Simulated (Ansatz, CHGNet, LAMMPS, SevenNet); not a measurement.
Zinc-blende InP, zone-centre TO phonon frequency

Reference value: 307 cm⁻¹ (measured, temperature not stated, no zero-point or thermal correction; as tabulated in Ioffe Institute, NSM Archive: InP, mechanic properties page).

```
level (code)                      value (cm⁻¹)  cell (Å³/atom)  difference (%)
--------------------------------  ------------  --------------  --------------
Vashishta InP.vashishta (LAMMPS)           320           25.26            +4.2
CHGNet-r²SCAN (CHGNet)                     142           25.57             -54
SevenNet-0 (SevenNet)                      274           26.42           -10.7
SNAP InP_JCPA2020.snap (LAMMPS)            292           24.76            -4.9
LDA (Ansatz)                               304           24.73            -1.0
PBE (Ansatz)                               284           26.45            -7.5
r²SCAN (Ansatz)                            296           25.77            -3.6
```

Leaving aside Vashishta InP.vashishta, SNAP InP_JCPA2020.snap, which can be fitted to such values or carry a doubt: Nearest, and too close to rank with a margin of 3.0 % (twice that across the reference) picked here for doubts on the reference and the settings, and for temperature and zero-point motion: LDA (-1.0 %), r²SCAN (-3.6 %). CHGNet-r²SCAN (-54 %) lies farthest from it. Within 10 %: LDA, PBE, r²SCAN.

The measured value isn't corrected to a static lattice, so vibrations enter the comparison.  Each level is taken at its own relaxed cell. Cutoffs and k meshes differ between the levels. Ansatz's density-functional and Hartree–Fock values are scalar-relativistic unless marked +SOC, with PAW data made under PBE.

Empirical potentials (Vashishta InP.vashishta) are fitted to chosen data, which need not cover the solid at hand: agreement can be built in, and what lay outside the fit can be far off. Machine-learned potentials (CHGNet-r²SCAN, SNAP InP_JCPA2020.snap, SevenNet-0) are trained on DFT data, which may include these solids.

Differences are worked out from the printed values.

Ansatz is a program for electronic structure.
